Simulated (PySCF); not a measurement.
Numbering as in the mapped SMILES `[BH+:1][F:2]`. Hydrogens are named by the atom that carries them.

Geometry: PBE0-D3(BJ)/def2-SVP; GIAO shifts from PySCF, gas phase, non-relativistic, averaged over equivalent atoms.

At PBE0/pcSseg-1 (39 basis functions, 1.1 s wall time on 1 thread of an Arm Neoverse V1, shared host):
| atoms | δ (ppm) |
| --- | --- |
| B1 | 19.2 |
| F2 | -6.8 |
| H(B1) | 6.66 |

δ = σ(ref) − σ, references computed at the same level: $^{11}$B (100.73 ppm) against BF3·OEt2; CFCl3 for $^{19}$F (177.25 ppm); $^{1}$H (31.27 ppm) against TMS.

**Question.** What do these become at PBE0/pcSseg-2?

**Answer.** 
```
atoms  δ at PBE0/pcSseg-2  change
   B1                17.3    -1.9
   F2               -10.4    -3.6
H(B1)                6.38   -0.28
```

Scale: $^{11}$B (σref 99.07) against BF3·OEt2; $^{19}$F (σref 175.81) vs CFCl3; TMS for $^{1}$H (σref 31.25) (reference shieldings calculated alike).

The largest change is at F2 (fluorine bonded to B). Cost: 86 basis functions, 1 s wall time on 1 thread of an Arm Neoverse V1, shared host.

Unscaled 19F shifts against computed CFCl3 carry errors that often reach 10 to 50 ppm.
